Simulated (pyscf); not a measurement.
5 gas-phase steps of one pattern: four-centre exchange on the singlet surface, B–Cl + H–N or B–F + H–N broken and B–N + Cl–H or B–N + F–H formed. PySCF, gas phase, ωB97X-D3(BJ)/def2-SVP geometries. Electronic energies in eV, between the relaxed ends of the descent from the saddle (adducts or complexes of the species named), with the reactant end as zero; ΔE‡ and ΔE at ωB97X-D3(BJ)/def2-TZVP. Rows were drawn at random from the steps of this pattern with a verified saddle, stable references and a bound adduct at one end at least.

```tsv
row	step	ΔE	ΔE‡
1	H₂N–B(Cl)–Cl (SMILES NB(Cl)Cl) + NH₃ (SMILES N) → H₂N–B(NH₂)–Cl (SMILES NB(N)Cl) + HCl (SMILES Cl)	+0.23	0.89
2	HO–B(Cl)–Cl (SMILES OB(Cl)Cl) + NH₃ (SMILES N) → H₂N–B(OH)–Cl (SMILES NB(O)Cl) + HCl (SMILES Cl)	+0.32	1.01
3	H₂B–Cl (SMILES BCl) + NH₃ (SMILES N) → H₂B–NH₂ (SMILES BN) + HCl (SMILES Cl)	+0.61	?
4	H₂B–F (SMILES BF) + NH₃ (SMILES N) → H₂B–NH₂ (SMILES BN) + HF (SMILES F)	+0.77	1.37
5	F–B(F)–F (SMILES FB(F)F) + NH₃ (SMILES N) -> HF (SMILES F) + H₂N–B(F)–F (SMILES NB(F)F)	+1.06	1.64
```

Problem. Fit ΔE‡ = a + b·ΔE to the other rows and predict row 3.

Solution. Over the 4 complete rows the means are +0.59 (ΔE) and 1.23 (ΔE‡); least squares gives b = 0.88 and a = 0.70 eV, with residuals of 0.02 eV (root mean square; largest 0.03, row 2). For row 3: 0.70 + 0.88 × (+0.61) = 1.24 eV. The computed barrier is 1.33 eV, 0.09 over the line. The line follows the complete rows closely but misses this one by more than their scatter. Each barrier is that of the saddle found.
